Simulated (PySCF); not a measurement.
Members of the series CXY, Y = H; each row names its spin state. All species are isolated molecules in the gas phase. One relaxed conformer stands for each flexible species; it need not be the lowest. Strings in code marks are SMILES.

The numbers are results of PBE0-D3(BJ)/def2-TZVP (PySCF), not measurements. All candidates: neutral, multiplicity 3. 

```yaml
highest_occupied_spin_orbital: -7.17 eV
dipole_moment: 2.96 D
```

Question: Name which member has these values.
A. `[CH2]` (lower triplet)
B. `[CH]N` (excited triplet)
C. `[C-]#[N+][CH]` (lower triplet)
D. `[CH]F` (excited triplet)

Answer: C, `[C-]#[N+][CH]` (lower triplet). The others give `[CH2]` (lower triplet): -7.17 eV, 0.64 D; `[CH]F` (excited triplet): -6.46 eV, 1.04 D; `[CH]N` (excited triplet): -5.72 eV, 1.58 D
